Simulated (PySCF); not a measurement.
BCl3, SMILES ClB(Cl)Cl.

The structure is a stationary point at TPSSh-D3(BJ)/def2-SVP. The isomer is the one that the SMILES or the coordinates give; other isomers of the formula were not compared.

Two levels are set side by side: TDDFT-PBE/def2-SVPD (PySCF) and TDDFT-M06-2X/def2-SVPD (PySCF). Vertical, same geometry. The lowest singlet is HOMO→LUMO 100 % with PBE and HOMO→LUMO 99 % with the other functional; states are paired by order. Differences are taken from unrounded values.

| quantity | TDDFT-M06-2X |
|---|---|
| lowest singlet excitation (eV) | 5.88 |
| lowest triplet excitation (TDA) (eV) | 5.76 |
| first bright state (f over 0.05) (eV) | 7.18 |
| its oscillator strength | 0.14 |

Problem. What does TDDFT-PBE give, and how far is it from TDDFT-M06-2X? (An estimate is asked for; the answer gives what the named calculation found.)

Solution. 
```json
[
 {"quantity": "lowest singlet excitation (eV)", "TDDFT-PBE": "5.04", "TDDFT-PBE minus TDDFT-M06-2X": "-0.84"},
 {"quantity": "lowest triplet excitation (TDA) (eV)", "TDDFT-PBE": "4.87", "TDDFT-PBE minus TDDFT-M06-2X": "-0.89"},
 {"quantity": "first bright state (f over 0.05) (eV)", "TDDFT-PBE": "6.47", "TDDFT-PBE minus TDDFT-M06-2X": "-0.71"},
 {"quantity": "its oscillator strength", "TDDFT-PBE": "0.13", "TDDFT-PBE minus TDDFT-M06-2X": "-0.01"}
]
```

A lower first singlet is the usual sign of a functional without exact exchange. Differences between two approximate levels are no errors against the true value.

Rough cost on one machine, each run with all the roots and properties that it gave: TDDFT-M06-2X against TDDFT-PBE about 10 times.
